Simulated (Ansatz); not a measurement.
# C₈H₁₈: up Jacob's ladder to CCSD(T)

One table from this session's results is given with a row withheld; the runs are named, their logs left out.

Method: functionals in def2-TZVPP, the program's frozen cores in correlated methods; program: Ansatz 0.2.0, Gaussian basis.

Levels to be run: PBE-D4, r2SCAN-D4, PBE0-D4, B3LYP-D4, ωB97X-V, ωB97M-V, B2PLYP; CCSD(T)/def2-TZVPP; MP2/def2-QZVPP; extrapolation to the limit.

## The relaxed structure

An earlier PBE0-D4 in a triple-zeta def2 set relaxation fixed the geometry.

SMILES `CC[C@@H](C)[C@H](C)CC`, 26 atoms, charge 0, spin multiplicity 1.

Atoms are counted from 1 here; the program's logs count them from 0.

Bond lengths: C1–C2 1.519 Å, C1–H9 1.092 Å, C1–H10 1.092 Å, C1–H11 1.094 Å, C2–C3 1.529 Å, C2–H12 1.096 Å, C2–H13 1.096 Å, C3–C4 1.523 Å, C3–C5 1.539 Å, C3–H14 1.100 Å, C4–H15 1.092 Å, C4–H16 1.094 Å, C4–H17 1.093 Å, C5–C6 1.523 Å, C5–C7 1.529 Å, C5–H18 1.098 Å, C6–H19 1.092 Å, C6–H20 1.094 Å and more. Angles: C2–C1–H9 112.1°, C2–C1–H10 111.0°, C2–C1–H11 111.1°, H9–C1–H10 107.3°, H9–C1–H11 107.5°, H10–C1–H11 107.6°, C1–C2–C3 115.1°, C1–C2–H12 109.7°, C1–C2–H13 109.0°, C3–C2–H12 109.5°, C3–C2–H13 107.6°, H12–C2–H13 105.4°, C2–C3–C4 109.7°, C2–C3–C5 113.4°, C2–C3–H14 106.8°, C4–C3–C5 113.3°, C4–C3–H14 107.4°, C5–C3–H14 105.8° and more.

The first run:

Contents of in.yaml:

```yaml
crystal:
  periodic: [false, false, false]
  atoms:
    - {symbol: C, position_ang: [-2.760273, 0.170160, 0.189796]}
    - {symbol: C, position_ang: [-1.810972, 0.473792, -0.956672]}
    - {symbol: C, position_ang: [-0.474480, -0.266694, -0.904763]}
    - {symbol: C, position_ang: [0.347710, 0.072019, -2.141741]}
    - {symbol: C, position_ang: [0.292045, -0.054389, 0.412772]}
    - {symbol: C, position_ang: [0.637709, 1.405730, 0.674750]}
    - {symbol: C, position_ang: [1.530542, -0.947797, 0.488746]}
    - {symbol: C, position_ang: [2.101689, -1.096077, 1.889418]}
    - {symbol: H, position_ang: [-2.383572, 0.542998, 1.145034]}
    - {symbol: H, position_ang: [-3.735823, 0.632531, 0.022649]}
    - {symbol: H, position_ang: [-2.918567, -0.907319, 0.295851]}
    - {symbol: H, position_ang: [-1.629131, 1.553375, -1.009975]}
    - {symbol: H, position_ang: [-2.298585, 0.213078, -1.902631]}
    - {symbol: H, position_ang: [-0.704874, -1.341123, -0.946369]}
    - {symbol: H, position_ang: [1.276398, -0.499627, -2.189310]}
    - {symbol: H, position_ang: [0.605324, 1.134323, -2.171612]}
    - {symbol: H, position_ang: [-0.221046, -0.148541, -3.048753]}
    - {symbol: H, position_ang: [-0.376756, -0.384739, 1.217939]}
    - {symbol: H, position_ang: [1.118144, 1.527878, 1.647407]}
    - {symbol: H, position_ang: [1.326234, 1.793981, -0.080888]}
    - {symbol: H, position_ang: [-0.250827, 2.040762, 0.673750]}
    - {symbol: H, position_ang: [1.269164, -1.940831, 0.104405]}
    - {symbol: H, position_ang: [2.306982, -0.558157, -0.178912]}
    - {symbol: H, position_ang: [2.953921, -1.779590, 1.897306]}
    - {symbol: H, position_ang: [1.351296, -1.493993, 2.578890]}
    - {symbol: H, position_ang: [2.447745, -0.141739, 2.292925]}
basis:
  gaussian: {orbitals: def2-TZVPP}
hamiltonian: {xc: pbe, dispersion: d4}
output: {forces: true, orbitals: {seedname: orbitals}}
```

Launch:

```
> ansatz run in.yaml --threads 4 --pin off --events-out ev --progress --plain --max-ram 66560MiB --backend cuda --devices 0, --max-vram 37GiB
```

Steps of the session up to this table: PBE-D4 (GGA); r2SCAN-D4 (meta-GGA); PBE0-D4 (hybrid); B3LYP-D4 (hybrid); ωB97X-V (range-separated); ωB97M-V (range-separated); B2PLYP (double hybrid); CCSD(T) in def2-TZVPP; MP2 in def2-QZVPP.

One table of the session follows, with a row left open; its other results are not shown here.

| method | atoms, summed (eV) | atomisation energy (kJ/mol) |
| --- | --- | --- |
| PBE-D4 | -8472.560 | 10536.4 |
| r2SCAN-D4 | -8480.756 | 10388.9 |
| PBE0-D4 | -8475.303 | 10444.1 |
| B3LYP-D4 | -8487.629 | 10377.6 |
| ωB97X-V | -8484.009 | 10383.8 |
| ωB97M-V | -8480.839 | 10397.8 |
| B2PLYP | -8478.831 | 10268.3 |
| HF/def2-TZVPP | ? | ? |
| MP2/def2-TZVPP | -8464.518 | 10247.8 |
| CCSD/def2-TZVPP | -8468.961 | 10053.4 |
| CCSD(T)/def2-TZVPP | -8469.403 | 10168.5 |
| MP2/CBS | -8466.986 | 10451.5 |
| CCSD(T)/CBS | -8471.871 | 10372.3 |

Estimate the missing values for HF/def2-TZVPP.

**Answer.** atoms, summed (eV): -8450.126; atomisation energy (kJ/mol): 7895.2. In the column «atoms, summed (eV)» it is the highest.

Caveats from the session: Free atoms (8 C, 18 H) were run apart at each level; the atomisation energy is their sum less the molecule, without zero-point or spin-orbit terms.
